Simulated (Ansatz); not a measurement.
`N=C(O)CCO` and `N=C(O)CO` differ in one atom or group.

Ansatz, PBE0-D4/def2-TZVP geometries, multiplicity 1. Each molecule was computed in one conformer, which needn't be the lowest.

```tsv
property	`N=C(O)CCO`
HOMO–LUMO gap (ωB97M-V/def2-TZVPP) / eV	11.78
HOMO–LUMO gap (B3LYP/def2-TZVPP) / eV	7.18
LUMO energy (PBE/def2-TZVPP) / eV	-0.83
HOMO energy (PBE0/def2-TZVPP) / eV	-7.47
HOMO–LUMO gap (PBE/def2-TZVPP) / eV	4.96
HOMO–LUMO gap (PBE0/def2-TZVPP) / eV	7.75
```

Task: Give the same properties after the change, and the shifts. (An estimate is asked.)

Result: Computed: 
```csv
property,`N=C(O)CO`,shift
HOMO–LUMO gap (ωB97M-V/def2-TZVPP) / eV,12.41,0.63
HOMO–LUMO gap (B3LYP/def2-TZVPP) / eV,7.51,0.33
LUMO energy (PBE/def2-TZVPP) / eV,-0.82,0.01
HOMO energy (PBE0/def2-TZVPP) / eV,-7.76,-0.29
HOMO–LUMO gap (PBE/def2-TZVPP) / eV,5.33,0.37
HOMO–LUMO gap (PBE0/def2-TZVPP) / eV,8.04,0.29
```

B3LYP here is the variant with VWN-RPA as its local correlation; programs differ in this.
